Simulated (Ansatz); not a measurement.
in.yaml

```yaml
crystal:
  periodic: [false, false, false]
  atoms:
    - {symbol: B, position_ang: [0.000000, -1.029260, 1.071367]}
    - {symbol: B, position_ang: [0.000000, 0.408908, 1.666092]}
    - {symbol: Ge, position_ang: [0.000000, 0.074225, -0.441263]}
    - {symbol: H, position_ang: [0.000000, 1.304568, 2.439302]}
basis:
  gaussian: {orbitals: cc-pVDZ}
magnetization: {spin_polarized: false, initial_magnetization: 3}
correlation: {method: bccd_t, electrons: outside_noble_gas}
```

```sh
$ ansatz run in.yaml --threads 1 --pin off --events-out ev --progress --plain --max-ram 2393MiB
```

Log:

```
637 factors; integrals over basis functions are off by at most 8.6e-4 eV
mean field evaluation 1: about -57824.9461 eV, gradient 1.3e1 eV
mean field evaluation 2: about -57825.0168 eV, gradient 1.3e1 eV
mean field evaluation 4: about -57826.2467 eV, gradient 3.5e0 eV
mean field evaluation 8: about -57826.4567 eV, gradient 7.5e-1 eV
mean field evaluation 16: about -57826.5221 eV, gradient 2.2e-2 eV
mean field evaluation 32: about -57826.4989 eV, gradient 3.0e-1 eV
mean field evaluation 64: about -57826.5222 eV, gradient 7.0e-6 eV
mean field evaluation 96: about -57826.5222 eV, gradient 6.8e-6 eV
mean field evaluation 128: about -57826.4985 eV, gradient 8.5e-1 eV
mean field evaluation 160: about -57826.4018 eV, gradient 2.9e0 eV
...
cycle   1  -6.41612228 eV  change    1.2e-2 eV  update   1.1e-2
cycle   2  -6.41633682 eV  change   -2.1e-4 eV  update   4.1e-3
cycle   3  -6.41587350 eV  change    4.6e-4 eV  update   2.0e-3
cycle   4  -6.41433036 eV  change    1.5e-3 eV  update   1.1e-3
cycle   5  -6.41472525 eV  change   -3.9e-4 eV  update   5.3e-4
cycle   6  -6.41462542 eV  change    1.0e-4 eV  update   2.4e-4
cycle   7  -6.41452330 eV  change    1.0e-4 eV  update   1.1e-4
cycle   8  -6.41451285 eV  change    1.0e-5 eV  update   5.5e-5
cycle   9  -6.41450821 eV  change    4.6e-6 eV  update   2.5e-5
cycle  10  -6.41450870 eV  change   -4.9e-7 eV  update   1.1e-5
perturbative correction -0.37441247 eV, -0.0137594046 hartree
Total energy: -57833.27186019 eV, -2125.3335400623 hartree
```

Ran on 1 thread of Intel Xeon, shared host: 94 s wall, 0.19 GiB peak host memory.
